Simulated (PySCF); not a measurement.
Isomers of C3H4. Gas-phase values, no solvent. Strings in code marks are SMILES.

The dipole moment from two functionals at the same geometries (B3LYP-D3(BJ)/def2-TZVP), both in PySCF: PBE-D3(BJ)/def2-TZVP and M06-2X/def2-TZVP. 

```
species   PBE-D3(BJ)/def2-TZVP (D)
--------  ------------------------
`C#CC`                        0.86
`C=C=C`                       0.00
`C1CC=1`                      0.48
```

Question: What does M06-2X/def2-TZVP give for each?

Answer: 
- `C#CC`: 0.80
- `C=C=C`: 0.00
- `C1CC=1`: 0.49
Over these rows, drawn at random from the members with no instability flagged (it was tested for open shells, ions and some series alone), PBE minus M06-2X: mean +0.02 D, from 0.00 D to +0.06 D.
